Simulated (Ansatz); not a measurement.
**How far each method lies from UCCSDT(Q) for HCGe⁺, quintet**

Geometry: that of the HCGe, quartet, kept fixed. The triplet lies 3.2 eV lower here.

| atom | x (Å) | y (Å) | z (Å) |
| --- | --- | --- | --- |
| Ge | 0.0000 | 0.0140 | 0.3105 |
| C | 0.0000 | -0.1369 | -1.6710 |
| H | 0.0000 | 0.6198 | -2.4658 |

Basis cc-pVDZ; Ansatz 0.2.0. Correlated methods freeze the noble-gas cores and the filled d shells of p-block atoms, which leaves 8 electrons in 31 orbitals. R marks a restricted (for open shells ROHF) determinant, U an unrestricted one. Active spaces: valence = (8e, 9o) chosen from the atoms' valence shells. No spin–orbit coupling is included, and no scalar relativity.

Full CI isn't at hand for all of this; UCCSDT(Q) serves as the reference, and is uncertain by about the last step of the cluster series. The frozen core follows each run's orbitals, which can shift R against U totals by a few meV for light atoms and by up to 0.1 eV past Ca.

- UHF ⟨S²⟩: 6.033
- T1 diagnostic (RCCSD): 0.0332
- largest doubles amplitude (RCCSD): 0.076
- T1 diagnostic (UCCSD): 0.0323

```json
{"level": "UHF", "E − E(UCCSDT(Q)) (kJ/mol)": "380.0", "share of correlation (%)": "6.63", "wall time": "–"}
{"level": "UMP2", "E − E(UCCSDT(Q)) (kJ/mol)": "92.2", "share of correlation (%)": "77.34", "wall time": "–"}
{"level": "UCCSD", "E − E(UCCSDT(Q)) (kJ/mol)": "14.7", "share of correlation (%)": "96.39", "wall time": "–"}
{"level": "UCCSD(T)", "E − E(UCCSDT(Q)) (kJ/mol)": "3.8", "share of correlation (%)": "99.06", "wall time": "2.6 s"}
{"level": "UCCSDT", "E − E(UCCSDT(Q)) (kJ/mol)": "0.7", "share of correlation (%)": "99.82", "wall time": "–"}
```

The correlation energy at UCCSDT(Q), counted from RHF, is -4.218 eV. That run took 8.5 s on 1 thread of Arm Neoverse V2, shared host.

Run but not shown, since their state or frozen core can't be matched to the reference's or they repeat it: RHF, RMP2, CISD, RCCSD, RCCSD(T), BCCD(T), RCCSDT, RCCSDT(Q), CASSCF (valence space), NEVPT2 (valence space), NEVPT4(SD) (valence space), MRCISD (valence space), MRCISD+Q (valence space).

Times hold each run's SCF and search for its determinant on a shared host, so for small cases they say little of a method's own cost; they ran on 1 thread of Arm Neoverse V2.

Natural occupations of CASSCF (valence space) about the gap: 1.976 1.952 1.010 1.000 0.996 0.981 0.032 0.032 0.021; effectively unpaired electrons, Σ n²(2−n)², 4.02.
